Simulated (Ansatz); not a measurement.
Relaxation of C2H4OS (8 atoms, charge 0, multiplicity 1), to a largest force component of 0.03 eV/Å in at most 50 steps.

The calculation used Ansatz, RKS B3LYP/def2-SVP.

```xyz
8
Properties=species:S:1:pos:R:3:forces:R:3
H -1.475 -1.336 -1.072 0.11 0.21 -0.13
O -0.959 -1.099 -0.282 -0.01 -0.05 0.08
C -0.203 -0.020 -0.519 0.00 -0.01 -0.03
C 0.569 0.353 0.714 -0.06 -0.03 0.03
S -0.153 0.788 -1.947 -0.11 -0.18 0.04
H 1.016 -0.550 1.162 0.02 0.05 0.00
H -0.134 0.768 1.459 0.06 0.00 -0.01
H 1.339 1.097 0.485 0.00 0.01 0.03
```

Question: Where does it end, and by what steps?

Answer: The run converged. The force dipped under the threshold on the way, but the program's further checks kept it going. After 8 steps the energy has fallen by 0.017 eV; S5 moved furthest, 0.15 Å.

```csv
step,energy less start (eV),largest force component (eV/Å),accepted
0,0.0000,0.214,yes
1,-0.0093,0.137,yes
2,-0.0121,0.246,yes
3,-0.0115,0.356,no
4,-0.0143,0.058,yes
5,-0.0159,0.012,yes
6,-0.0162,0.066,yes
7,-0.0136,0.168,no
8,-0.0166,0.006,yes
```

```xyz
8
Properties=species:S:1:pos:R:3
H -1.497 -1.253 -1.089
O -1.032 -1.052 -0.257
C -0.201 -0.034 -0.509
C 0.566 0.357 0.720
S -0.078 0.664 -1.988
H 1.121 -0.516 1.102
H -0.139 0.658 1.513
H 1.260 1.177 0.508
```

Whether the end is a true minimum wasn't checked by a vibrational analysis.

Time of the run: 12 s on 2 threads of Arm Neoverse V2, on a shared host, peak memory 0.15 GiB.
